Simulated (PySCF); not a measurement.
# C2H4: the cost of one run

Computed with PySCF 2.14.0, with density-fitted response routines of our own, on a single molecule in the gas phase. Atoms are numbered from 0 throughout.

### 1 The starting structure

6 atoms, charge 0, multiplicity 1; geometry from: GFN2-xTB. The atoms were then displaced at random by about 0.01 Å, so the start is not that level's minimum.

Bonds of the start (Å): C0–C1 1.34, C0–H2 1.09, C0–H3 1.07, C1–H4 1.07, C1–H5 1.07.

### 2 Geometry optimisation at PBE0-D3(BJ)/def2-SVP

What the job is given:

```
{"job": {"xc": "PBE0", "basis": "def2-SVP", "d3": "d3bj", "grid": 1, "shake": 0.01, "kind": "geom"}, "charge": 0, "multiplicity": 1}
C      0.664170     0.107000    -0.044140
C     -0.648360    -0.136790     0.039090
H      0.997490     1.140800    -0.085630
H      1.419140    -0.645350    -0.101300
H     -1.386850     0.641840     0.079680
H     -1.021430    -1.137530     0.067630
```

Started as:

```
> OMP_NUM_THREADS=1 python probes_run.py task.json out
```

The driver reads the jobs from task.json and runs them one after another.

**Question.** How long does this first job take on 1 thread of Arm Neoverse V2, shared host, and how much memory does it need?

About 2 s, with a peak of 0.25 GiB.
